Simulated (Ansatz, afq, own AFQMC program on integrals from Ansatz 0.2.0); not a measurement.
## Atomization energy of CO, triplet

```xyz
2

O     0.0000    0.0000    0.0000
C     0.0000    0.0000    1.1955
```

Atoms in their ground-state spins without spin–orbit coupling (mostly on UHF) minus the molecule (UHF), without zero-point energy. The geometry is a stationary point, not shown to be a minimum.

Basis 6-31G. Only valence electrons are correlated. Ansatz 0.2.0 and our own AFQMC program on the same integrals; the CISD trial comes from CCSD amplitudes, and released means the phaseless constraint is let go. ± is one standard error of the sampling. The errors of all members are added in quadrature.

Full CI on the same integrals is exact in this basis and with this determinant's frozen core.

Errors are counted within 6-31G, not against nature.

Cautions: CO (triplet): lower spins were not checked, strong correlation (T1 0.061, weight of the determinant 0.84, largest double 0.13), unrestricted determinant spin contaminated (⟨S²⟩ 2.28 against 2.00), its ph-AFQMC/CISD value lies 40 ± 5 meV above full CI.

Reference (full CI): 345.0 kJ/mol.

```tsv
level	atomization energy (kJ/mol)	error against FCI (kJ/mol)
HF	105.8	-239.2
MP2	321.2	-23.8
CCSD	329.6	-15.3
CCSD(T)	339.7	-5.3
ph-AFQMC/HF	364.7 ± 2.7	19.8 ± 2.7
ph-AFQMC/CISD	341.3 ± 0.5	-3.7 ± 0.5
released AFQMC	344.8 ± 0.8	-0.1 ± 0.8
```

Correlation beyond CCSD(T) adds 5.3 kJ/mol. The perturbative (T) step is worth +10.1 kJ/mol. Where the cautions show a poor determinant, the low rows tell how each method copes with it, not its usual error.

Released energies are given only where the last usable release times agree within the noise; a slower fall can still hide under it.
